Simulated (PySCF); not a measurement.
Gas-phase reaction: 2 H2BNH2 + N → 2 BH + 3 NH2

Computed with PySCF and rigid-rotor harmonic-oscillator thermochemistry at 1 bar. † marks an energy on the PBE0/def2-TZVP geometry and frequencies; other levels use their own. MP2 and CCSD(T) freeze the core. Open shells (unrestricted): N (multiplicity 4), NH2 (multiplicity 2); the rest are closed-shell singlets. H2BNH2: computed as isolated molecules; such fragments, hydroxides, amides, oligomers or adducts are transient or little studied in the gas. MP2 isn't extrapolated to the basis-set limit. CCSD(T) isn't extrapolated to the basis-set limit.

```
level               ΔH°(298 K), kJ
------------------  --------------
CCSD(T)/def2-SVP†              ___
HF/def2-TZVP†                 1093
M06-2X/def2-TZVP†              ___
MP2/def2-TZVPP†                ___
PBE/def2-SVP                  1226
PBE0/def2-QZVP†               1172
PBE0/def2-SVP†                1234
LDA/def2-TZVP†                 ___
ωB97X-V/def2-TZVP†            1164
```

### Question
Some entries are withheld; supply them.

### Answer

- CCSD(T)/def2-SVP†, ΔH°(298 K), kJ: 1176
- M06-2X/def2-TZVP†, ΔH°(298 K), kJ: 1192
- MP2/def2-TZVPP†, ΔH°(298 K), kJ: 1220
- LDA/def2-TZVP†, ΔH°(298 K), kJ: 1333
